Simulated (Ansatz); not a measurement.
Me2S2 (C2H6S2): single points at one geometry.

```yaml
crystal:
  periodic: [false, false, false]
  atoms:
    - {symbol: C, position_ang: [-0.317139, -1.807604, 0.472145]}
    - {symbol: S, position_ang: [1.247816, -0.969575, 0.027004]}
    - {symbol: S, position_ang: [0.986367, 0.935311, 0.805908]}
    - {symbol: C, position_ang: [0.117791, 1.810645, -0.546428]}
    - {symbol: H, position_ang: [-0.214182, -2.854362, 0.119056]}
    - {symbol: H, position_ang: [-0.467382, -1.804659, 1.568706]}
    - {symbol: H, position_ang: [-1.185581, -1.343034, -0.034543]}
    - {symbol: H, position_ang: [0.721065, 1.798969, -1.474310]}
    - {symbol: H, position_ang: [-0.883359, 1.376056, -0.735110]}
    - {symbol: H, position_ang: [-0.005386, 2.858263, -0.202437]}
basis:
  gaussian: {orbitals: def2-TZVP, initial_orbitals: start.molden}
hamiltonian: {xc: {name: wB97M-V}}
scf: {omitted_lower_state_checks: [starts]}
output: {orbitals: {seedname: orbitals}}
```

The file start.molden holds the orbitals of an earlier run on this structure, at another level or in another basis.

```sh
$ ansatz run in.yaml --threads 4 --pin off --events-out ev --progress --plain --max-ram 3916MiB
```

Shortened log:

```
Functional definition: wB97M-V
1152 factors; their error is unknown
294 factors; integrals over basis functions are off by at most 1.0e-5 eV
mean field evaluation 1: about -23841.6650 eV, gradient 1.2e1 eV
mean field evaluation 2: about -23841.7471 eV, gradient 1.2e-1 eV
mean field evaluation 4: about -23841.7689 eV, gradient 2.3e-4 eV
mean field -23841.76891387 eV, -876.1688470534 hartree, gradient 1.5e-5 eV, S^2 0.000000; 0 other end points of the search recorded, 0 dependent functions left out
reference -23841.76896014 eV, -876.1688487537 hartree; 25, 25 occupied and 147, 147 virtual orbitals, 1152 factors
Total energy: -23841.76896014 eV, -876.1688487537 hartree
Checks for a lower state left out: starts
```

Run time 2.3 s (4 threads of Intel Xeon 6975P-C on a shared host).

The first input with `hamiltonian: {xc: hse06, dispersion: d4}` (abridged; 1 s):

```
Functional definition: HSE06
mean field -23833.63058557 eV, -875.8697690046 hartree, gradient 8.3e-6 eV, S^2 0.000000
Total energy: -23833.80291556 eV, -875.8761020151 hartree
Checks for a lower state left out: starts
```

First input, but with `gaussian: {orbitals: def2-SVP, initial_orbitals: start.molden}`, `hamiltonian: {xc: pbe, dispersion: d4}` (abridged; 0.4 s):

```
Functional definition: PBE
mean field -23821.89301324 eV, -875.4384211775 hartree, gradient 9.7e-6 eV, S^2 0.000000
Total energy: -23822.11198599 eV, -875.4464682776 hartree
Checks for a lower state left out: starts
```

As the first input, with `hamiltonian: {xc: {name: BHLYP}, dispersion: d4}` (abridged; 0.9 s):

```
Functional definition: BHLYP
mean field -23842.70851569 eV, -876.2033767832 hartree, gradient 2.1e-5 eV, S^2 0.000000
Total energy: -23842.98020273 eV, -876.2133610977 hartree
Checks for a lower state left out: starts
```

First input, but with `hamiltonian: {xc: hf}` (abridged; 0.55 s):

```
Functional definition: HF
mean field -23792.04226466 eV, -874.3414264008 hartree, gradient 1.2e-5 eV, S^2 0.000000
Total energy: -23792.04226466 eV, -874.3414264008 hartree
Checks for a lower state left out: starts
```

First input, but with `gaussian: {orbitals: def2-TZVPP, initial_orbitals: start.molden}`, `correlation: {method: ccsd_t}` and without the key `hamiltonian` (abridged; 46 s):

```
Functional definition: HF
mean field -23792.10344391 eV, -874.3436746966 hartree, gradient 6.4e-6 eV, S^2 0.000000
12 core orbitals not correlated: weight in the atoms' cores, before any rotation towards them, 1.000 or more for the frozen orbitals, at most 0.000 for the correlated occupied ones
second order -19.30223014 eV of doubles, -0.00000000 eV of singles
cycle   1  -20.15755786 eV  change   -8.6e-1 eV  update   9.7e-2
cycle   2  -20.68930289 eV  change   -5.3e-1 eV  update   2.9e-2
cycle   3  -20.78144855 eV  change   -9.2e-2 eV  update   1.3e-2
cycle   4  -20.77655189 eV  change    4.9e-3 eV  update   3.3e-3
cycle   5  -20.77631119 eV  change    2.4e-4 eV  update   1.7e-3
cycle   6  -20.77630484 eV  change    6.4e-6 eV  update   6.0e-4
cycle   7  -20.77612732 eV  change    1.8e-4 eV  update   2.2e-4
cycle   8  -20.77615251 eV  change   -2.5e-5 eV  update   6.6e-5
cycle   9  -20.77615682 eV  change   -4.3e-6 eV  update   1.9e-5
perturbative correction -0.94818887 eV, -0.0348452983 hartree
Total energy: -23813.82778960 eV, -875.1420296754 hartree
Checks for a lower state left out: starts
```

First input, but with `gaussian: {orbitals: STO-3G}`, `hamiltonian: {xc: hf}` (abridged; 0.1 s):

```
Functional definition: HF
mean field -23528.59985598 eV, -864.6600964494 hartree, gradient 2.3e-5 eV, S^2 0.000000
Total energy: -23528.59985598 eV, -864.6600964494 hartree
Checks for a lower state left out: starts
```

Geometry: PBE-D4/def2-SVP.

HSE06 is defined as in plane-wave codes, on full-range PBE exchange. Correlated methods freeze 12 core orbitals.
